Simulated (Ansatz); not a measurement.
Reaction (SMILES): CCl (CH3-Cl) + [H][H] (H2) → C (CH4) + Cl (HCl)
B3LYP-D3(BJ)/def2-TZVP geometries, fixed; electronic energies without zero-point terms.
Largest species:
```
C
H 1 1.0858
H 1 1.0858 2 110.57
H 1 1.0858 2 110.57 3 -122.80
Cl 1 1.7944 2 108.35 3 118.60
```

Basis-set convergence of the energy of full hydrogenation at PBE with Ansatz (a quantum-chemistry and plane-wave program). Cartesian d functions, on some or all atoms, in 6-31G*, 6-311G**; all else is spherical. The program fits the integrals of some runs and decomposes those of others, by size. No added dispersion term, no relativity. Functions are those of the species that has most. Reference: the value in pcseg-4, -21.85 kcal/mol, itself unsure by roughly 0.01 kcal/mol (its mean distance from aug-pcseg-3, aug-cc-pV(Q+d)Z, cc-pV(5+d)Z). Deviations are taken from unrounded values.

| basis | functions | energy of full hydrogenation (kcal/mol) | minus reference (kcal/mol) |
|---|---|---|---|
| STO-3G | 17 | -9.04 | 12.82 |
| pcseg-0 | 28 | -22.41 | -0.56 |
| 6-31G* | 40 | -17.71 | 4.14 |
| 6-311G** | 63 | -22.08 | -0.22 |
| aug-pcseg-1 | 77 | -22.22 | -0.37 |
| aug-cc-pV(D+d)Z | 82 | -23.07 | -1.22 |
| def2-TZVP | 86 | -21.10 | 0.75 |
| pcseg-2 | 106 | -21.89 | -0.04 |
| cc-pV(T+d)Z | 111 | -21.89 | -0.04 |
| def2-TZVPP | 115 | -21.77 | 0.09 |
| def2-TZVPPD | 139 | -21.96 | -0.10 |
| 6-311++G(3df,3pd) | 140 | -21.86 | -0.01 |
| def2-QZVPP | 217 | -21.88 | -0.02 |
| pcseg-3 | 223 | -21.87 | -0.01 |
| def2-QZVPPD | 241 | -21.91 | -0.06 |
| aug-cc-pV(Q+d)Z | 307 | -21.86 | -0.01 |
| cc-pV(5+d)Z | 356 | -21.85 | 0.01 |
| pcseg-4 | 389 | -21.85 | 0.00 |

The smallest set listed that lies within 1 kcal/mol of the reference with all its larger relatives (same family, alike in diffuse functions; a set with none counts only in the reference's own line) is pcseg-0 (28 functions, -0.56 kcal/mol off). Inside, with no larger relative to test it: 6-311G**, 6-311++G(3df,3pd), aug-cc-pV(Q+d)Z. (Relatives not listed, tested too: pcseg-1 -0.63, aug-pcseg-2 -0.03, cc-pV(Q+d)Z 0.01, def2-QZVP -0.02, aug-pcseg-3 -0.02 kcal/mol.)
